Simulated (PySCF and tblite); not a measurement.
Results of a calculation; reference values are marked as such.
Stationary points of 3-chloro-1,2,4-triazole at B3LYP-D3(BJ)/def2-SVP, in Å:

Structure A

```
 1 Cl   -2.558   -0.335    0.925
 2 C    -0.946   -0.172    0.376
 3 N     0.091    0.065    1.180
 4 C     1.115    0.185    0.331
 5 N     0.799   -0.071   -0.949
 6 N    -0.629   -0.321   -0.920
 7 H     2.135    0.427    0.633
 8 H    -0.059    0.565   -1.580
```

Structure B

```
 1 Cl   -3.717   -0.473    1.192
 2 C    -2.180   -0.234    0.468
 3 N    -1.048   -0.062    1.196
 4 C    -0.125    0.084    0.264
 5 N    -0.698   -0.001   -0.958
 6 N    -2.026   -0.206   -0.846
 7 H     0.940    0.247    0.422
 8 H    -0.271    0.069   -1.876
```

Structure C

```
 1 Cl   -3.666   -0.453    0.627
 2 C    -1.997   -0.200    0.338
 3 N    -1.049   -0.045    1.229
 4 C     0.063    0.117    0.455
 5 N    -0.152    0.071   -0.850
 6 N    -1.484   -0.134   -0.914
 7 H     1.058    0.274    0.868
 8 H    -1.966   -0.217   -1.803
```

The path came from a restrained scan, a climbing-image band and a saddle search at GFN2-xTB; energies are PBE0/pcSseg-1 + D3(BJ)//B3LYP-D3(BJ)/def2-SVP, thermal terms GFN2-xTB.

Which structure is a saddle point, and along which motion?

A: one imaginary mode (1701i cm⁻¹ at GFN2-xTB, mostly on H8), along the shift of hydrogen on N6 from N6 to N5.

Give their symmetry and energies above the lowest.

A C1, 53.6 kcal/mol; B Cs, 0.0 kcal/mol; C Cs, 0.4 kcal/mol.

Tunnelling of the moving H, left out here, will speed the real process. In real samples such hydrogens mostly exchange between molecules or through solvent, far faster than by this path.
